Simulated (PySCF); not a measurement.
**Static response to an electric field**

Species: C₄H₂S.
Geometry (GFN2-xTB, Å), atoms numbered from 1 in this order:
```
atom  x, y, z in Å
C1    -1.9307   -0.2179   -0.1376
C2    -0.7839    0.1221   -0.0318
C3     0.5559    0.5369    0.0944
C4     1.5720   -0.2836    0.0479
S5     2.7939   -1.2414   -0.0044
H6    -2.9337   -0.5080   -0.2311
H7     0.7297    1.5968    0.2356
```

Level: PBE0/def2-SVPD (PySCF), static field, nuclei fixed, core orbitals frozen in the response. The polarisability tensor in these axes (au):

```
x   117.36 -19.63   1.67
y   -19.63  58.84   0.94
z     1.67   0.94  42.90
```

**Question.** Give the principal values, the mean and the anisotropy Δα = √{½[(α1 − α2)² + (α2 − α3)² + (α1 − α3)²]}.

**Answer.** Principal values 42.69, 53.05 and 123.36 au; mean 73.03 au = 10.82 Å³ = 12.04 × 10⁻⁴⁰ C²·m²/J; Δα = 76.02 au (104 % of the mean).

**Question.** What is the dipole moment, and where does it point?

**Answer.** (0.03, 0.49, 0.06) D, 0.50 D in size, pointing from the negative to the positive side. Measured along this direction, the outermost atoms are S5 at the negative end and H7 at the positive end.

**Question.** Molar refractivity from α?

**Answer.** Lorentz–Lorenz: R = (4π/3)N_A α = 2.5225 cm³/(mol·Å³) × 10.82 Å³ = 27.3 cm³/mol, in the limit of long wavelengths.

**Question.** Find the Langevin capture rate constant for NO+ (29.998 u) meeting this molecule (81.988 u), k = 2.342 × 10⁻⁹ cm³/s × √(α in Å³ / reduced mass in u).

**Answer.** The reduced mass is 21.96 u, so k = 1.64 × 10⁻⁹ cm³/s. The formula leaves out the permanent dipole, which adds to the capture rate.

**Question.** What depolarisation ratio follows for Rayleigh scattering of linearly polarised light, taking the static tensor?

**Answer.** ρ = 3Δα²/(45ᾱ² + 4Δα²) = 17337.4/(240031 + 23116.5) = 0.0659.

**Question.** In a dilute gas of rigid molecules at 500 K, how does the orientational term μ²/3kT compare with the electronic polarisability?

**Answer.** In Gaussian units μ²/3kT = 1.20 Å³ against 10.82 Å³, a ratio of 0.11; the Debye molar polarisation (4π/3)N_A(α + μ²/3kT) is 30.3 cm³/mol, leaving out the vibrational part.

**Question.** In TDDFT the mean static polarisability is Σ f/ω² over all singlet excitations (ω in hartree). How much of it do the 6 lowest give? Their energies (eV) and oscillator strengths: 2.27, 0.0000; 4.58, 0.0024; 4.89, 0.0000; 5.09, 0.2789; 5.69, 0.0013; 5.80, 0.0022.

**Answer.** They add up to 8.14 au, 11.1 % of the 73.03 au; the largest single term is 7.97 au, from the state at 5.09 eV. Terms in order: 0.00, 0.08, 0.00, 7.97, 0.03, 0.05 au. Higher excitations give the rest. The strengths listed sum to 0.285.

Geometry: GFN2-xTB; no solvent, vibrations or thermal averaging.
